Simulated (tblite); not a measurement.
# H9KN3: the cost of one run

Computed with tblite 0.8.0 and PySCF 2.14.0; each step states its level. No surroundings beyond the atoms listed, unless a continuum is named. Atoms count from 0, parts from 1.

### 1 The system as given

13 atoms, charge 1, multiplicity 1; geometry: rigid parts in contact. Parts: 1 = atom 0, `[K+]`, charge 1; 2 = atoms 1–4, `N`, charge 0; 3 = atoms 5–8, `N`, charge 0; 4 = atoms 9–12, `N`, charge 0.

### 2 Bringing the parts together with GFN2-xTB

What the job is given:

```
{"job": {"kind": "dock", "xc": "GFN2-xTB", "basis": "xTB"}, "charge": 1, "multiplicity": 1, "parts": [{"atoms": "0-0", "charge": 1, "multiplicity": 1}, {"atoms": "1-4", "charge": 0, "multiplicity": 1}, {"atoms": "5-8", "charge": 0, "multiplicity": 1}, {"atoms": "9-12", "charge": 0, "multiplicity": 1}]}
K      0.044387    -0.091423    -0.151293
N     -0.702464    -1.986478    -1.839775
H     -0.414520    -2.031952    -2.827257
H     -0.652672    -2.950354    -1.523992
H     -1.692989    -1.763242    -1.880564
N     -3.354847    -0.184581    -1.482487
H     -3.559790     0.808693    -1.502011
H     -3.621861    -0.539062    -2.395124
H     -3.999587    -0.597947    -0.817204
N     -0.426198    -2.779200    -4.541186
H      0.495652    -2.632197    -4.929495
H     -0.545624    -3.778767    -4.422448
H     -1.096300    -2.484067    -5.240931
```

With the program's defaults for keys left out, this is: GFN2-xTB search for minima from random contacts, gas phase.

Launch:

```
$ OMP_NUM_THREADS=1 python cluster_run.py task.json out
```

The driver reads the jobs from task.json and runs them one after another.

Q: Estimate the wall time of this first job on 1 thread of Intel Xeon Platinum 8259CL at 2.50GHz, shared host.

About 18 s.
